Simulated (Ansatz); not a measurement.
# C₃H₆F₂O: how energies converge with the basis set

One table from this session's results is given with a row withheld; the runs are named, their logs left out.

Computed with Ansatz 0.2.0, Gaussian basis. Level: one geometry, several basis sets.

Plan: PBE0-D4/def2-SVP; ωB97M-V/def2-SVP; PBE0-D4/def2-QZVPP; ωB97M-V/def2-QZVPP; the functionals' def2-TZVPP values are taken from earlier runs.

### The geometry

The geometry comes from an earlier relaxation with PBE0-D4 in a triple-zeta def2 set; it is a stationary point, not always the lowest conformer.

SMILES `CC(O)(F)CF`, 12 atoms, charge 0, spin multiplicity 1.

Atoms are counted from 1 here; the program's logs count them from 0.

Bond lengths: C1–C2 1.505 Å, C1–H7 1.091 Å, C1–H8 1.090 Å, C1–H9 1.090 Å, C2–O3 1.373 Å, C2–F4 1.396 Å, C2–C5 1.519 Å, O3–H10 0.965 Å, C5–F6 1.382 Å, C5–H11 1.092 Å, C5–H12 1.093 Å. Angles: C2–C1–H7 110.4°, C2–C1–H8 110.4°, C2–C1–H9 108.6°, H7–C1–H8 109.6°, H7–C1–H9 108.9°, H8–C1–H9 108.9°, C1–C2–O3 109.4°, C1–C2–F4 108.1°, C1–C2–C5 112.7°, O3–C2–F4 108.8°, O3–C2–C5 111.3°, F4–C2–C5 106.4°, C2–O3–H10 107.8°, C2–C5–F6 109.2°, C2–C5–H11 110.6°, C2–C5–H12 110.0°, F6–C5–H11 108.5°, F6–C5–H12 108.1° and more.

The first run:

Input file in.yaml:

```yaml
crystal:
  periodic: [false, false, false]
  atoms:
    - {symbol: C, position_ang: [-1.065825, -0.665195, -0.646658]}
    - {symbol: C, position_ang: [-0.218203, 0.076213, 0.351580]}
    - {symbol: O, position_ang: [-0.681896, 1.362636, 0.475810]}
    - {symbol: F, position_ang: [-0.338877, -0.566689, 1.584278]}
    - {symbol: C, position_ang: [1.258711, 0.052845, -0.002068]}
    - {symbol: F, position_ang: [1.937725, 0.923477, 0.829046]}
    - {symbol: H, position_ang: [-0.727848, -1.697783, -0.740717]}
    - {symbol: H, position_ang: [-1.021744, -0.176475, -1.620020]}
    - {symbol: H, position_ang: [-2.097963, -0.661751, -0.296363]}
    - {symbol: H, position_ang: [-0.038890, 1.859438, 0.996411]}
    - {symbol: H, position_ang: [1.670237, -0.948827, 0.135413]}
    - {symbol: H, position_ang: [1.401475, 0.386809, -1.032711]}
basis:
  gaussian: {orbitals: def2-SVP}
hamiltonian: {xc: pbe0, dispersion: d4}
output: {orbitals: {seedname: orbitals}}
```

Among the steps run: PBE0-D4 in def2-SVP; ωB97M-V in def2-SVP; PBE0-D4 in def2-QZVPP; ωB97M-V in def2-QZVPP.

One table of the session follows, with a row left open; its other results are not shown here.

It belongs to the step «Functionals by basis». 

| functional | basis | HOMO (eV) | LUMO (eV) |
| --- | --- | --- | --- |
| PBE0-D4 | def2-SVP | -8.78 | 1.79 |
| PBE0-D4 | def2-TZVPP | -8.98 | 1.14 |
| PBE0-D4 | def2-QZVPP | -9.04 | 0.65 |
| ωB97M-V | def2-SVP | ? | ? |
| ωB97M-V | def2-TZVPP | -11.43 | 2.57 |
| ωB97M-V | def2-QZVPP | -11.48 | 1.79 |

**Question.** Estimate the row for ωB97M-V, def2-SVP.

**Answer.** HOMO (eV): -11.20; LUMO (eV): 3.43. In the column «HOMO (eV)» it lies between ωB97M-V, def2-TZVPP (-11.43) and PBE0-D4, def2-QZVPP (-9.04).
